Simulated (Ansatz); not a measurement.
C₂H₂FNS (`FC1(S)C=N1`), relaxed with RKS PBE0-D4/def2-TZVP in the Gaussian-basis code of Ansatz from a PBE-D4/def2-SVP geometry. The force threshold is 0.005 eV/Å; the program also tests the step.

Total charge 0; spin multiplicity 1.

Start:

```xyz
7

F    -1.148   -0.659   -0.962
C    -0.158   -0.154   -0.161
S     1.424   -0.964   -0.403
C    -0.524    0.520    1.054
N    -0.261    1.318    0.090
H     1.525   -0.623   -1.721
H    -0.858    0.562    2.104
```

| step | energy (eV) | largest force (eV/Å) | largest move (Å) |
| --- | --- | --- | --- |
| 1 | -17138.7995 | 1.367 | 0.000 |
| 2 | -17138.8398 | 0.488 | 0.022 |
| 3 | -17138.8466 | 0.085 | 0.014 |
| 4 | -17138.8469 | 0.043 | 0.003 |
| 5 | -17138.8470 | 0.009 | 0.006 |
| 6 | -17138.8470 | 0.006 | 0.002 |
| 7 | -17138.8470 | 0.003 | 0.003 |

End:

```xyz
7

F    -1.144   -0.655   -0.941
C    -0.151   -0.151   -0.155
S     1.400   -0.964   -0.409
C    -0.518    0.520    1.043
N    -0.257    1.297    0.088
H     1.520   -0.603   -1.698
H    -0.851    0.557    2.072
```

It took 27 s on 4 threads of a server CPU on a shared host, with 0.4 GiB of host memory at the peak.
